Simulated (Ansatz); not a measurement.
# C3H: the cost of one run

Computed with Ansatz 0.2.0 (DFT B3LYP, Gaussian basis def2-TZVPP, and further levels as typed in the inputs, unless a step's input says otherwise).

### 1 The system as given

Bond lengths: H1–C2 1.080 Å, C2–C3 1.229 Å, C3–C4 1.338 Å. Angles: H1–C2–C3 180.0°, C2–C3–C4 180.0°.

Structure file:

```xyz
4

H     0.0000    0.0000   -1.7590
C     0.0000    0.0000   -0.6786
C     0.0000    0.0000    0.5499
C     0.0000    0.0000    1.8878
```

### 2 Harmonic vibrations: C3H, charge +1

It takes the final geometry of an earlier run.

input.yaml reads:

```yaml
crystal:
  periodic: [false, false, false]
  atoms:
    - { symbol: H, position_ang: [0.0, 0.0, -1.75901213] }
    - { symbol: C, position_ang: [0.0, 0.0, -0.67863535] }
    - { symbol: C, position_ang: [0.0, 0.0, 0.5498952] }
    - { symbol: C, position_ang: [0.0, 0.0, 1.88775228] }
total_charge: 1
basis:
  gaussian: { orbitals: def2-TZVPP }
hamiltonian:
  xc: { name: B3LYP }
phonons: {}
```

On the command line:

```
$ ansatz run input.yaml --threads 16 --pin off --max-ram 40960MiB --backend cpu --events-out ev --progress --plain --runs-dir out
```

**Question.** How long does this run take on 16 threads of Arm Neoverse N1, shared host, and how much memory does it need?

About 7.1 s, with a peak of 0.18 GiB.
